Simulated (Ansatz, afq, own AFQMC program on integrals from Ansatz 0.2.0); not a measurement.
Where AFQMC and coupled cluster stand for Nb, sextet

A free Nb atom.

Basis def2-TZVP with its core potentials. Only valence electrons are correlated. AFQMC by an in-house program on the Cholesky factors that Ansatz 0.2.0 writes for its CCSD(T) run. The CISD trial takes its coefficients from CCSD amplitudes. Released means that phaseless walkers are propagated on without the constraint, phases kept. Uncertainties: one standard error, sampling alone. No spin–orbit coupling. The metal's outer-core s and p shells are frozen, which shifts wave-function levels against functionals.

Determinant: UHF, the one that the program's search chose, which needn't be the lowest solution.

Full CI on the same integrals is exact in this basis and with this determinant's frozen core.

Cautions: no spin-orbit coupling; outer-core shells of the metal frozen.

* T1 diagnostic: 0.0077
* weight of the determinant in the CISD state: 0.971
* ⟨S²⟩ of the determinant: 8.754
* size of the correlated space: 5 electrons in 36 orbitals

```tsv
level	correlation energy (eV)
MP2	-1.0697
CCSD	-1.2746
CCSD(T)	-1.2917
```

Estimate where full CI lies against CCSD(T) on the same integrals.

0.7 kJ/mol below CCSD(T).

Reference: full CI, correlation energy -1.298 eV. The released energy is read at 1.00 1/Eh, later times being too noisy (meV from the phaseless value at times in 1/Eh: 0.2 ± 0.7 at 0.24, -1.2 ± 0.7 at 0.50, -0.4 ± 1.2 at 1.00, -18 ± 15 at 1.50).

```
         level  E − E(reference) (kJ/mol)  share of correlation (%)
       CCSD(T)                        0.7                     99.48
         CCSDT                        0.1                     99.94
      CCSDT(Q)                        0.0                     99.99
        CCSDTQ                        0.0                    100.00
   ph-AFQMC/HF                  8.2 ± 0.7                     93.47
 ph-AFQMC/CISD                  0.7 ± 0.2                     99.46
released AFQMC                  0.6 ± 0.1                     99.49
```

CCSDT and higher add their correlation energy to the determinant of the CCSD(T) run, since their own runs factorise the integrals more tightly (a shift of under 2 meV). Released energies are given only where the last usable release times agree within the noise; a slower fall can still hide under it.
